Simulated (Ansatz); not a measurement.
Consider the formal loss of a carbene: `COC(F)CF` → `[CH2]` (triplet) + `OC(F)CF`.

Program: Ansatz. Geometries: PBE0-D4/def2-TZVP. ΔE: electronic, gas phase. CCSD(T)/CBS adds triple-zeta CCSD(T) − MP2 to the extrapolated MP2 energy (def2 sets, frozen cores). This one scheme is used for every species. Functionals use def2-TZVPP. HSE06 is defined as in plane-wave codes. Triplets are unrestricted, without spin–orbit coupling. One conformer a species, not always the lowest.

| level | ΔE (kJ/mol) |
| --- | --- |
| PBE0-D4 | 386.8 |
| PBE0 | 382.3 |
| HSE06 | 383.0 |
| HF/CBS(def2) | 256.1 |

**Question.** What does CCSD(T)/CBS give? (Best estimate.)

**Answer.** Computed: +390.2 kJ/mol. The listed levels differ from it by -3.4, -7.9, -7.2, -134.1 kJ/mol.

Largest T1 diagnostic among the species: 0.011.

From PBE to PBE0 (25 % exact exchange), in def2-TZVPP and without D4, ΔE moves by −8.3 kJ/mol. The D4 term adds +8.0 kJ/mol with B3LYP and +4.5 kJ/mol with PBE0; it sums over pairs of atoms, weighted by their polarisabilities, and B3LYP, whose exchange is more repulsive, gets the larger term. Leaving LDA and LC-ωPBE aside and taking each functional with its dispersion term where it has one, the values, not all of them listed here, spread over 41.0 kJ/mol, from r2SCAN0-D4 to ωB97X-V. LDA lies +70.5 kJ/mol from PBE without D4.

CCSD(T)/CBS has its own doubt, a few kJ/mol and more with outer-core shells, so smaller differences from it don't rank the levels.

B3LYP here is the variant with VWN-RPA as its local correlation; programs differ in this.
